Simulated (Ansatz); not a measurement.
The input, for Ansatz 0.2.0:

```yaml
crystal:
  periodic: [false, false, false]
  atoms:
    - {symbol: O, position_ang: [0.000000, 0.000000, 0.000000]}
    - {symbol: O, position_ang: [0.000000, 0.000000, 1.201400]}
basis:
  gaussian: {orbitals: aug-cc-pVTZ}
total_charge: -1
magnetization: {spin_polarized: false, initial_magnetization: 1}
correlation: {method: sc_nevpt2, electrons: outside_noble_gas, active_space: {window: {electrons: 13, orbitals: 8}, shells: [{species: O, l: s, shell: 2}, {species: O, l: p, shell: 2}]}}
```

```sh
$ ansatz run in.yaml --threads 2 --pin off --events-out ev --progress --plain --max-ram 24576MiB --backend cuda --devices 0, --max-vram 18GiB
```

The program prints:

```
1100 factors; integrals over basis functions are off by at most 1.1e-7 eV
mean field evaluation 1: about -4067.4342 eV, gradient 4.3e1 eV
mean field evaluation 2: about -4067.4336 eV, gradient 4.3e1 eV
mean field evaluation 4: about -4071.5468 eV, gradient 3.3e0 eV
mean field evaluation 8: about -4071.5815 eV, gradient 2.6e-1 eV
mean field evaluation 16: about -4071.5817 eV, gradient 2.2e-1 eV
mean field evaluation 32: about -4071.5809 eV, gradient 6.5e-1 eV
mean field -4071.58198312 eV, -149.6278780621 hartree, gradient 1.6e-6 eV, S^2 0.750000; 3 other end points of the search recorded, 0 dependent functions left out
reference -4071.58198312 eV, -149.6278780621 hartree; 9, 8 occupied and 83, 84 virtual orbitals, 1100 factors
state -4073.03690713 eV, -149.6813455334 hartree
state -4073.03690713 eV, -149.6813455334 hartree; corrected -4083.52298133 eV, -150.0667016527 hartree
Total energy: -4083.52298133 eV, -150.0667016527 hartree
Checks for a lower state left out: starts, orbital_swaps
```

Natural occupations: 1.9997 1.9993 1.9993 1.9985 1.9821 1.9675 1.0174 0.0362.

For the same geometry and basis UCCSDT(Q) lies 1802.1 meV lower.

Ran on 2 threads of AMD EPYC 7R13 with a shared H100 80 GB, shared host: 4 s wall, 0.76 GiB peak host memory.
